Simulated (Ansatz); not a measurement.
A structure relaxed at PBE0-D4/def2-TZVP, charge 0, multiplicity 1:

```xyz
14

C    -1.554    2.200    0.418
C    -0.785    1.253    0.933
C     0.070    0.347    0.121
O    -0.187   -0.988    0.517
C     0.534   -1.943   -0.096
C     1.457   -1.795   -1.042
H    -2.134    2.864    1.047
H    -1.628    2.347   -0.655
H    -0.731    1.113    2.010
H     1.133    0.569    0.289
H    -0.135    0.470   -0.949
H     0.263   -2.920    0.288
H     1.750   -0.838   -1.451
H     1.946   -2.678   -1.430
```

Task: Give its formula and SMILES.

Result: C5H8O, `C=CCOC=C`.

Task: Point group (tolerance 0.08 Å, 0.16 Å for H)?

Result: C1.

Task: Summarise the bond lengths by kind.

Result: 3 × C–C 1.324 to 1.487 Å; 8 × C–H 1.081 to 1.100 Å; 2 × C–O 1.344 to 1.416 Å.

Results of the Gaussian-basis code of Ansatz.
